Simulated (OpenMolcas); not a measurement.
# What CH5BF− (SMILES C[BH2-]F) costs in OpenMolcas

The species is CH5BF− (8 atoms), meant as a singlet with charge -1. SMILES: `C[BH2-]F`. The coordinates come from a GFN2-xTB relaxation.

```xyz
8

C    -0.6315    0.4944   -0.2588
B     0.5584   -0.5232    0.2530
F     1.8224    0.1962    0.2814
H    -1.5997   -0.0142   -0.2859
H    -0.4401    0.8771   -1.2644
H    -0.7406    1.3610    0.3980
H     0.3382   -0.9215    1.3927
H     0.6928   -1.4699   -0.5160
```

Program: OpenMolcas 26.06. Hardware: 1 thread of Arm Neoverse V1, shared host, so times are rough. Two-electron integrals are exact unless an approximation is named.

(1) Estimate their order by wall time, quickest first.
A. gradient at HF/STO-3G
B. gradient at BP86/def2-SVPD, grid UltraFine
C. energy at MP2/cc-pVTZ (RICD fitting), 3 core orbitals frozen

Answers

(1) A (1.8 s), C (16 s), B (58 s).
